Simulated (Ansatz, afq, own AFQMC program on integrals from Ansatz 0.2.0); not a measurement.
# SiH₂O (triplet): AFQMC on the coupled-cluster ladder at distance Si1–O2 = 5.677 Å, cc-pVDZ

Aim: compute SiH₂O (triplet) with auxiliary-field quantum Monte Carlo on the same integrals as coupled cluster, and set the energies side by side.

Program: Ansatz 0.2.0, Gaussian basis, and an in-house AFQMC program (afq) on its integrals; all values are calculated. Level of theory: cc-pVDZ, frozen cores. These are calculated values, not measurements.

Plan: PBE (unrestricted); r2SCAN (unrestricted); PBE0 (unrestricted); B3LYP (unrestricted); wB97M-V (unrestricted); B2PLYP (unrestricted); CCSD(T) on UHF; Phaseless AFQMC, CISD trial on UHF.

1 further run of the same task is left out (it didn't finish).

### 1 The geometry

The geometry derives from a PBE0/def2-TZVP stationary point (not a proven minimum). One bond is set to the value named and the two fragments are kept rigid.

4 atoms, charge 0, spin multiplicity 3.

Atoms are counted from 1 here; the program's logs count them from 0.

Bond lengths: Si1–H3 1.497 Å, O2–H4 0.960 Å.

### 2 PBE (unrestricted)

File in.yaml:

```yaml
crystal:
  periodic: [false, false, false]
  atoms:
    - {symbol: Si, position_ang: [-0.012292, -0.625469, 2.734194]}
    - {symbol: O, position_ang: [-0.423708, 0.028171, -2.890023]}
    - {symbol: H, position_ang: [0.042278, 0.632069, 3.545021]}
    - {symbol: H, position_ang: [0.393722, -0.034771, -3.389192]}
basis:
  gaussian: {orbitals: cc-pVDZ}
magnetization: {spin_polarized: true, initial_magnetization: 2}
hamiltonian: {xc: {name: PBE}}
output: {orbitals: {seedname: orbitals}}
```

The run is started by

```bash
ansatz run in.yaml --threads 1 --pin off --events-out ev --progress --plain --max-ram 1382MiB
```

Standard output:

```text
Functional definition: PBE
  name "PBE"
  cite "Perdew, Burke & Ernzerhof, Phys. Rev. Lett. 77, 3865 (1996) doi:10.1103/PhysRevLett.77.3865"
  parent pbe
  parameter kappa = 0.804
  parameter beta = 0.06672455060314922
  exchange = pbe_x(kappa = kappa, mu = beta*pi^2/3)
  correlation = pbe_c(beta = beta)
489 factors; their error is unknown
mean field evaluation 1: about -9928.4275 eV, gradient 4.9e1 eV
mean field evaluation 2: about -9593.1177 eV, gradient 1.1e2 eV
mean field evaluation 4: about -9888.0428 eV, gradient 5.2e1 eV
mean field evaluation 8: about -9933.1520 eV, gradient 3.3e1 eV
mean field evaluation 16: about -9945.0355 eV, gradient 8.3e-3 eV
mean field evaluation 32: about -9934.1498 eV, gradient 2.8e1 eV
mean field evaluation 64: about -9943.9362 eV, gradient 4.7e0 eV
mean field evaluation 96: about -9945.0373 eV, gradient 1.5e-2 eV
mean field -9945.03734988 eV, -365.4733816195 hartree, gradient 4.8e-6 eV, S^2 2.005561; 9 other end points of the search recorded, 0 dependent functions left out
reference -9945.03738473 eV, -365.4733829005 hartree; 13, 11 occupied and 29, 31 virtual orbitals, 489 factors
Total energy: -9945.03738473 eV, -365.4733829005 hartree
```

Wall time 8 s (1 thread of Arm Neoverse V2, shared host).

From the report: ⟨S²⟩ of the determinant 2.006 (pure triplet: 2.00).

### 3 r2SCAN (unrestricted)

Changes to in.yaml since step 2:

```diff
@@ -10,3 +10,2 @@
 magnetization: {spin_polarized: true, initial_magnetization: 2}
-hamiltonian: {xc: {name: PBE}}
-output: {orbitals: {seedname: orbitals}}
+hamiltonian: {xc: {name: r2SCAN}}
```

Launched as before.

Standard output, cut to the lines that bear on the results:

```text
Functional definition: r2SCAN
  name "r2SCAN"
  cite "Furness, Kaplan, Ning, Perdew & Sun, J. Phys. Chem. Lett. 11, 8208 (2020) doi:10.1021/acs.jpclett.0c02405"
  cite "Furness, Kaplan, Ning, Perdew & Sun, J. Phys. Chem. Lett. 11, 9248 (2020) doi:10.1021/acs.jpclett.0c03077"
  parent r2scan
[...]
489 factors; their error is unknown
[...]
mean field -9949.70696815 eV, -365.6449869261 hartree, gradient 7.8e-6 eV, S^2 2.010382; 9 other end points of the search recorded, 0 dependent functions left out
reference -9949.70697932 eV, -365.6449873365 hartree; 13, 11 occupied and 29, 31 virtual orbitals, 489 factors
Total energy: -9949.70697932 eV, -365.6449873365 hartree
```

Run time: 26 s. Hardware: 1 thread of Arm Neoverse V2, shared host.

From the report: ⟨S²⟩ of the determinant 2.010 (pure triplet: 2.00).

### 4 PBE0 (unrestricted)

Changes to in.yaml since step 3:

```diff
@@ -10,2 +10,3 @@
 magnetization: {spin_polarized: true, initial_magnetization: 2}
-hamiltonian: {xc: {name: r2SCAN}}
+hamiltonian: {xc: {name: PBE0}}
+output: {orbitals: {seedname: orbitals}}
```

The command is unchanged.

Standard output, cut to the lines that bear on the results:

```text
Functional definition: PBE0
  name "PBE0"
  cite "Adamo & Barone, J. Chem. Phys. 110, 6158 (1999) doi:10.1063/1.478522"
  cite "Perdew, Burke & Ernzerhof, Phys. Rev. Lett. 77, 3865 (1996) doi:10.1103/PhysRevLett.77.3865"
  parent pbe
[...]
406 factors; integrals over basis functions are off by at most 5.7e-4 eV
[...]
mean field -9946.05077518 eV, -365.5106243127 hartree, gradient 4.3e-6 eV, S^2 2.007505; 6 other end points of the search recorded, 0 dependent functions left out
reference -9946.05080152 eV, -365.5106252804 hartree; 13, 11 occupied and 29, 31 virtual orbitals, 406 factors
Total energy: -9946.05080152 eV, -365.5106252804 hartree
```

It took 4.3 s on 1 thread of Arm Neoverse V2, shared host.

From the report: ⟨S²⟩ of the determinant 2.008 (pure triplet: 2.00).

### 5 B3LYP (unrestricted)

Changes to in.yaml since step 4:

```diff
@@ -10,3 +10,2 @@
 magnetization: {spin_polarized: true, initial_magnetization: 2}
-hamiltonian: {xc: {name: PBE0}}
-output: {orbitals: {seedname: orbitals}}
+hamiltonian: {xc: {name: B3LYP}}
```

Launched as before.

Standard output, cut to the lines that bear on the results:

```text
Functional definition: B3LYP
  name "B3LYP"
  cite "Stephens, Devlin, Chabalowski & Frisch, J. Phys. Chem. 98, 11623 (1994) doi:10.1021/j100096a001"
  cite "Becke, Phys. Rev. A 38, 3098 (1988) doi:10.1103/PhysRevA.38.3098"
  cite "Lee, Yang & Parr, Phys. Rev. B 37, 785 (1988) doi:10.1103/PhysRevB.37.785"
  cite "Vosko, Wilk & Nusair, Can. J. Phys. 58, 1200 (1980) doi:10.1139/p80-159"
[...]
406 factors; integrals over basis functions are off by at most 5.7e-4 eV
[...]
mean field -9952.21593780 eV, -365.7371898601 hartree, gradient 6.3e-6 eV, S^2 2.005623; 7 other end points of the search recorded, 0 dependent functions left out
reference -9952.21617552 eV, -365.7371985960 hartree; 13, 11 occupied and 29, 31 virtual orbitals, 406 factors
Total energy: -9952.21617552 eV, -365.7371985960 hartree
```

Wall time 5.5 s (1 thread of Arm Neoverse V2, shared host).

From the report: ⟨S²⟩ of the determinant 2.006 (pure triplet: 2.00).

### 6 wB97M-V (unrestricted)

Changes to in.yaml since step 5:

```diff
@@ -10,2 +10,3 @@
 magnetization: {spin_polarized: true, initial_magnetization: 2}
-hamiltonian: {xc: {name: B3LYP}}
+hamiltonian: {xc: {name: wB97M-V}}
+output: {orbitals: {seedname: orbitals}}
```

Same command.

Standard output, cut to the lines that bear on the results:

```text
Functional definition: wB97M-V
  name "wB97M-V"
  cite "Mardirossian & Head-Gordon, J. Chem. Phys. 144, 214110 (2016) doi:10.1063/1.4952647"
  cite "Becke, J. Chem. Phys. 107, 8554 (1997) doi:10.1063/1.475007"
  cite "Vydrov & Van Voorhis, J. Chem. Phys. 133, 244103 (2010) doi:10.1063/1.3521275"
  # Of w^i u^j: cxij and so on, Table III.
[...]
  gx(w, u) = 1 - cx + cx01*u + cx10*w
  gss(w, u) = css00 + css04*u^4 + css10*w + css20*w^2 + css43*w^4*u^3
  gos(w, u) = cos00 + cos10*w + (cos20 + cos21*u)*w^2 + (cos60 + cos61*u)*w^6
[...]
      + integral(e_c_pw_mod_opposite_spin*gos(b97_w_opposite, b97_u_opposite)) + vv10(b, c)
406 factors; integrals over basis functions are off by at most 5.7e-4 eV
128 factors; integrals over basis functions are off by at most 6.7e-5 eV
[...]
mean field -9950.21680846 eV, -365.6637232116 hartree, gradient 4.2e-6 eV, S^2 2.003156; 4 other end points of the search recorded, 0 dependent functions left out
reference -9950.21684550 eV, -365.6637245730 hartree; 13, 11 occupied and 29, 31 virtual orbitals, 406 factors
Total energy: -9950.21684550 eV, -365.6637245730 hartree
```

Run time: 20 s. Hardware: 1 thread of Arm Neoverse V2, shared host.

From the report: ⟨S²⟩ of the determinant 2.003 (pure triplet: 2.00).

### 7 B2PLYP (unrestricted)

Changes to in.yaml since step 6:

```diff
@@ -10,3 +10,3 @@
 magnetization: {spin_polarized: true, initial_magnetization: 2}
-hamiltonian: {xc: {name: wB97M-V}}
-output: {orbitals: {seedname: orbitals}}
+hamiltonian: {xc: {name: B2PLYP}}
+correlation: {electrons: outside_noble_gas}
```

Launched as before.

Standard output, cut to the lines that bear on the results:

```text
Functional definition: B2PLYP
  name "B2PLYP"
  cite "Grimme, J. Chem. Phys. 124, 034108 (2006) doi:10.1063/1.2148954"
  cite "Becke, Phys. Rev. A 38, 3098 (1988) doi:10.1103/PhysRevA.38.3098"
  cite "Lee, Yang & Parr, Phys. Rev. B 37, 785 (1988) doi:10.1103/PhysRevB.37.785"
[...]
406 factors; integrals over basis functions are off by at most 5.7e-4 eV
[...]
mean field -9944.57372008 eV, -365.4563435387 hartree, gradient 9.0e-10 eV, S^2 2.009789; 6 other end points of the search recorded, 0 dependent functions left out
6 core orbitals not correlated: weight in the atoms' cores, before any rotation towards them, 1.000 or more for the frozen orbitals, at most 0.000 for the correlated occupied ones
reference -9944.57387143 eV, -365.4563491007 hartree; 7, 5 occupied and 29, 31 virtual orbitals, 406 factors
second order -7.04727205 eV of doubles, -0.00000000 eV of singles
Total energy: -9946.47663488 eV, -365.5262743679 hartree
```

It took 6 s on 1 thread of Arm Neoverse V2, shared host.

From the report: ⟨S²⟩ of the determinant 2.010 (pure triplet: 2.00).

### 8 CCSD(T) on UHF

Changes to in.yaml since step 7:

```diff
@@ -10,3 +10,2 @@
 magnetization: {spin_polarized: true, initial_magnetization: 2}
-hamiltonian: {xc: {name: B2PLYP}}
-correlation: {electrons: outside_noble_gas}
+correlation: {method: ccsd_t, electrons: outside_noble_gas, hamiltonian_folder: ham}
```

Same command.

Standard output, cut to the lines that bear on the results:

```text
Functional definition: HF
  name "HF"
  cite "Fock, Z. Phys. 61, 126 (1930) doi:10.1007/BF01340294"
  parent pbe
[...]
406 factors; integrals over basis functions are off by at most 5.7e-4 eV
[...]
mean field -9927.34499491 eV, -364.8231995670 hartree, gradient 2.8e-6 eV, S^2 2.022733; 29 other end points of the search recorded, 0 dependent functions left out
determinant -9927.34499491 eV, -364.8231995670 hartree, with singles and doubles -9934.21159276 eV, -365.0755423836 hartree
determinant -9927.34236830 eV, -364.8231030409 hartree, with singles and doubles -9934.20926426 eV, -365.0754568126 hartree
determinant -9927.33141123 eV, -364.8227003758 hartree, with singles and doubles -9934.20019385 eV, -365.0751234811 hartree
determinant -9926.39446457 eV, -364.7882682211 hartree, with singles and doubles -9932.66420944 eV, -365.0186770952 hartree
[...]
determinant -9924.97869291 eV, -364.7362395722 hartree, with singles and doubles -9931.78601328 eV, -364.9864039815 hartree
determinant -9927.34499491 eV, -364.8231995670 hartree, with singles and doubles -9934.21184079 eV, -365.0755514982 hartree
determinant -9927.34236830 eV, -364.8231030409 hartree, with singles and doubles -9934.20960864 eV, -365.0754694683 hartree
determinant -9927.33141123 eV, -364.8227003758 hartree, with singles and doubles -9934.20020708 eV, -365.0751239675 hartree
6 core orbitals not correlated: weight in the atoms' cores, before any rotation towards them, 1.000 or more for the frozen orbitals, at most 0.000 for the correlated occupied ones
reference -9927.34499491 eV, -364.8231995670 hartree; 7, 5 occupied and 29, 31 virtual orbitals, 406 factors
second order -5.80610315 eV of doubles, -0.00000000 eV of singles
cycle   1  -6.86684301 eV  change    2.9e-6 eV  update   4.0e-6
perturbative correction -0.09120600 eV, -0.0033517588 hartree
Total energy: -9934.30304393 eV, -365.0789031519 hartree
```

It took 12 s on 1 thread of Arm Neoverse V2, shared host.

From the report: ⟨S²⟩ of the determinant 2.023 (pure triplet: 2.00); correlation -6.9580 eV; T1 0.013; largest double amplitude 0.08.

This run also writes the integrals to the folder ham.

### 9 Phaseless AFQMC, CISD trial on UHF

It reads the integrals that the CCSD(T) run on this determinant wrote.

The run is started by

```bash
afq ham --method phaseless --trial cisd --walkers 60 --populations 1 --least-time 40 --time-step 0.005 --steps-per-block 50 --equilibration-blocks 40 --max-blocks 300 --target-error 0.00084 --factor-cut 1e-05 --start spin_pure --seed 680 --release-times 0.24,0.51,0.99,1.62,2.4 --release-step 0.03 --release-every 4 --taylor-order 6
```

Standard output:

```text
orbitals 36  electrons 7 5  factors 227 of 406
reference energy -364.82319957 Eh
CCSD correlation -0.25235156 Eh in 16 cycles, weight of the determinant in the CISD state 0.8871
energy of the start -365.074612 Eh
 block  time / (1/Eh)  mean weight  energy / Eh
     1     0.250  1.0022  -365.071565
     2     0.500  1.0009  -365.073439
     3     0.750  0.9991  -365.076632
     4     1.000  1.0001  -365.079743
     5     1.250  1.0013  -365.075139
     6     1.500  1.0021  -365.079492
     7     1.750  0.9996  -365.077215
     8     2.000  0.9996  -365.083378
     9     2.250  0.9976  -365.080964
    10     2.500  1.0026  -365.087577
    11     2.750  0.9985  -365.100063
    16     4.000  1.0018  -365.079962
    21     5.250  0.9994  -365.074662
    26     6.500  1.0014  -365.077743
    31     7.750  1.0018  -365.081269
    36     9.000  0.9976  -365.078260
    41    10.250  1.0003  -365.077783
    46    11.500  0.9999  -365.077176
    51    12.750  0.9993  -365.079107
    56    14.000  1.0043  -365.079024
    61    15.250  0.9947  -365.081179
    66    16.500  0.9985  -365.084045
    71    17.750  1.0014  -365.076008
    76    19.000  1.0001  -365.077527
    81    20.250  1.0003  -365.086051
    86    21.500  0.9999  -365.079863
    91    22.750  1.0026  -365.082622
    96    24.000  0.9991  -365.087464
   101    25.250  0.9993  -365.083327
   106    26.500  1.0018  -365.079371
   111    27.750  0.9991  -365.078792
   116    29.000  0.9984  -365.082501
   121    30.250  1.0009  -365.074985
   126    31.500  0.9994  -365.079292
   131    32.750  0.9989  -365.076750
   136    34.000  0.9998  -365.077246
   141    35.250  0.9987  -365.078765
   146    36.500  0.9900  -365.076679
   151    37.750  1.0016  -365.075046
   156    39.000  1.0014  -365.081972
   161    40.250  0.9981  -365.084559
   166    41.500  1.0000  -365.080794
   171    42.750  1.0070  -365.076072
   176    44.000  1.0017  -365.078021
   181    45.250  0.9964  -365.081590
   186    46.500  0.9994  -365.085173
   191    47.750  1.0006  -365.079420
   196    49.000  1.0008  -365.077967
blocks merged  error / Eh  count
     1  0.000277  160
     2  0.000338  80
     4  0.000350  40
     8  0.000321  20
    16  0.000335  10
released: time / (1/Eh)  energy / Eh  error  mean overlap
  0.24  -365.080328  0.000485  0.9876
  0.51  -365.079668  0.000454  0.9923
  0.99  -365.080136  0.000441  0.9869
  1.62  -365.079688  0.000555  0.9881
  2.40  -365.079842  0.000669  0.9503
energy -365.079933 +/- 0.000350 Eh
```

Run time: 3.8 min. Hardware: 1 thread of Arm Neoverse V2, shared host.

Energy -9934.3311 ± 0.0095 eV. Caveats: constraint bias not in the error.

### 10 AFQMC on the ladder

On the UHF determinant, counted from CCSD(T) (a yardstick, not exact):

```
                                              level  energy (eV)  from CCSD(T) (meV)  statistical error (meV)     time
                                                 HF   -9927.3450             +6958.0                                  
                                                MP2   -9933.1511             +1151.9                                  
                                               CCSD   -9934.2118               +91.2                                  
                                            CCSD(T)   -9934.3030                 0.0                                  
Phaseless AFQMC, CISD trial, step 0.005, 60 walkers   -9934.3311               -28.0                      9.5  3.8 min
```

The functionals' totals stand on their own zeros and serve differences with other points: PBE -9945.037 eV; r2SCAN -9949.707 eV; PBE0 -9946.051 eV; B3LYP -9952.216 eV; wB97M-V -9950.217 eV; B2PLYP -9946.477 eV.

### 11 Outcome

```
                                       quantity            value
Phaseless AFQMC, CISD trial on UHF from CCSD(T)  -28.0 ± 9.5 meV
```

What this shows: On UHF the phaseless walk with the CISD trial lies -28.0 meV from CCSD(T), within three error bars. Error bars are statistical and leave out the constraint, the time step and what remains of the start.
